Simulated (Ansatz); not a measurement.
A made-up structure of CH5AlN, doublet:

| atom | x (Å) | y (Å) | z (Å) |
| --- | --- | --- | --- |
| C1 | -0.6826 | 0.5712 | -1.0002 |
| Al2 | -0.0140 | 0.4588 | 0.5373 |
| N3 | 0.6967 | -0.9704 | 0.5375 |
| H4 | -0.6581 | -0.1915 | -1.8901 |
| H5 | -1.1343 | 1.4124 | -1.0848 |
| H6 | -0.0662 | 1.5881 | 1.8156 |
| H7 | 1.0711 | -1.1152 | 1.2964 |
| H8 | 0.7874 | -1.7532 | -0.2118 |

It is relaxed with PBE-D4/def2-SVP and then PBE0-D4/def2-TZVP (Ansatz 0.2.0). Atoms count as bonded within 1.22 times the sum of their covalent radii (H–H: 0.88 Å). The end point is not checked to be a true minimum.

Q: Does its bonding change? (Judge from chemistry; the calculation decides.)

A: Computed: No: no bond forms or breaks.

Where it ends: The first stage lowers the energy by 3.66 eV in 7 steps. It ends as CH₅AlN ([CH2][AlH][NH2]):
```xyz
8
angstrom
C -0.8477 0.7599 -1.1808
Al -0.0017 0.4130 0.5105
N 0.8521 -1.1199 0.7416
H -0.8434 0.0729 -2.0260
H -1.3937 1.6740 -1.4083
H -0.0289 1.4358 1.7191
H 1.3227 -1.3865 1.5910
H 0.9405 -1.8493 0.0529
```

Labels in which every atom is bracketed show which atoms are joined, not bond orders.

For scale, one of the runs: PBE0-D4/def2-TZVP relaxation, 129 basis functions, launched by `ansatz run in.yaml --threads 2 --pin off --events-out ev --progress --plain --max-ram 4352MiB`. The run took about 21 s on 2 CPU threads of an Arm Neoverse V2 (shared host).
